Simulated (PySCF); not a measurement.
Molecule: `CC(C)(C)CO`, C₅H₁₂O.

Geometry:
```
atom   x (Å)   y (Å)   z (Å)
  C1  -0.667  -0.949  -1.189
  C2  -0.159  -0.106  -0.020
  C3   0.067  -0.994   1.205
  C4  -1.172   0.991   0.313
  C5   1.167   0.535  -0.431
  O6   1.665   1.313   0.626
  H7  -1.629  -1.421  -0.936
  H8  -0.827  -0.333  -2.089
  H9   0.043  -1.751  -1.447
 H10   0.484  -0.408   2.037
 H11   0.772  -1.810   0.978
 H12  -0.880  -1.449   1.539
 H13  -2.128   0.554   0.644
 H14  -0.791   1.639   1.115
 H15  -1.375   1.621  -0.567
 H16   1.878  -0.269  -0.712
 H17   0.996   1.149  -1.340
 H18   2.499   1.705   0.351
```

Geometry PBE0-D3(BJ)/def2-SVP throughout; GIAO in PySCF 2.14.0 with density-fitted response routines, gas phase, one conformer, non-relativistic; equivalent atoms averaged; basis pcSseg-1.

Problem. How do the shifts δ (against TMS, H2O at the same level) depend on the functional? (ppm; last column core-seconds on shared hosts with different chips, so compare them loosely; the GGAs took longer than the global hybrids here, which isn't the general rule, and the cause wasn't traced)

Solution. 
```csv
functional,kind,C5,C2,C1/C3/C4,O6,H16/H17,H7/H8/H9/H10/H11/H12/H13/H14/H15,H18,core-s
HF,Hartree–Fock,67.0,26.3,26.0,10.2,2.89,0.90,0.52,6.4
LDA,LDA,81.8,36.1,28.9,40.9,3.66,0.96,0.25,17
PBE,GGA,78.8,35.0,28.3,39.7,3.58,0.95,0.01,23
BLYP,GGA,80.3,36.5,28.9,43.8,3.59,0.97,0.03,24
BP86,GGA,78.8,35.5,28.5,36.9,3.58,0.97,0.03,24
OPBE,GGA,73.8,32.0,26.5,34.5,3.48,0.93,-0.11,24
KT2,GGA,76.9,35.2,27.6,36.4,3.55,0.96,0.05,28
KT3,GGA,75.0,34.1,27.0,37.8,3.49,0.94,-0.04,28
B97-D,GGA,77.2,34.9,28.1,36.7,3.56,0.98,0.07,28
B3LYP,global hybrid,77.5,34.4,28.4,34.6,3.39,0.95,0.14,16
PBE0,global hybrid,75.4,32.5,27.8,29.0,3.33,0.93,0.13,20
mPW1PW91,global hybrid,75.2,32.5,27.7,28.6,3.32,0.93,0.12,16
WP04,global hybrid,75.8,37.1,27.7,26.8,3.21,0.93,0.32,14
B97-2,global hybrid,74.5,32.6,27.5,28.6,3.33,0.94,0.12,13
BHandHLYP,global hybrid,73.5,31.5,27.5,24.5,3.16,0.93,0.31,13
CAM-B3LYP,range-separated hybrid,76.6,32.9,28.1,30.6,3.33,0.95,0.20,19
wB97X-D,range-separated hybrid,75.0,32.3,27.9,24.7,3.28,0.94,0.16,18
LC-wPBE,range-separated hybrid,73.4,30.0,27.0,21.4,3.22,0.93,0.15,26
```

Problem. Which nucleus moves most, in ppm?

Solution. O6 (alcohol oxygen): from 10.2 ppm with HF to 43.8 ppm with BLYP. The smallest spread is 0.08 ppm, at H7/H8/H9/H10/H11/H12/H13/H14/H15. Proton shifts span only some 12 ppm, so a few tenths of a ppm matter as much there as several ppm in carbon.
